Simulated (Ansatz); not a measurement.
Relaxed structures of CH6BSi (charge +1), singlet (PBE0-D4/def2-TZVP; forces vanish, vibrations not checked; lower isomers may exist, and structures with a doubtful reference or unclear bonds are left out; Å). Computed with Ansatz 0.2.0 (basis: def2-TZVPP); correlated methods freeze the cores.

(1) Rank them by CCSD(T) energy, lowest first, and give each one's height above the lowest. Links in brackets join atoms within 1.22 times the sum of their covalent radii (1.1 for two metals). (To be estimated.)
A.
CH₆BSi ([BH2][SiH][CH3]), total charge +1
```
9
angstrom
C -0.8830 0.9860 -0.7698
B 0.7169 -1.2127 1.2649
Si 0.5502 -0.0581 -0.3499
H -1.2542 0.6855 -1.7591
H -0.5377 2.0233 -0.8781
H -1.6905 0.9380 -0.0401
H 1.6757 -0.0263 -1.3125
H 0.3396 -2.3412 1.2111
H 1.1913 -0.7559 2.2572
```
B.
CH₆BSi ([BH][CH2][SiH3]), total charge +1
```
9
angstrom
C 0.3616 -0.4737 0.5218
B 1.4495 -0.5111 -0.3997
Si -1.0512 0.6946 -0.2832
H -1.4307 0.0524 -1.5564
H -0.4274 2.0198 -0.4626
H -2.0964 0.6498 0.7563
H 2.3017 -0.4907 -1.2092
H -0.1071 -1.4558 0.6771
H 0.6276 -0.0113 1.4831
```
C.
CH₆BSi ([CH3][BH][SiH2]), total charge +1
```
9
angstrom
C -0.7878 0.9731 -0.7075
B 0.4267 0.1261 -0.3321
Si 0.6332 -1.1784 1.1723
H -1.2499 0.3811 -1.5239
H -0.5030 1.9140 -1.1848
H -1.5566 1.1321 0.0461
H 1.4409 0.0991 -0.9803
H 0.3015 -2.6168 1.0603
H 1.2949 -0.8303 2.4498
```

T1 diagnostic: at most 0.014.

## Answers

(1) The calculation gives: B (0.000 eV), A (0.142 eV), C (0.340 eV). Heights count from the lowest.

For scale, one of the runs: CCSD(T)/def2-TZVPP, 188 basis functions, launched by `ansatz run in.yaml --threads 2 --pin off --events-out ev --progress --plain --max-ram 4352MiB`. Hardware: 2 CPU threads of an Arm Neoverse V2, shared host. Wall time 26 s; peak host memory 1.9 GiB.
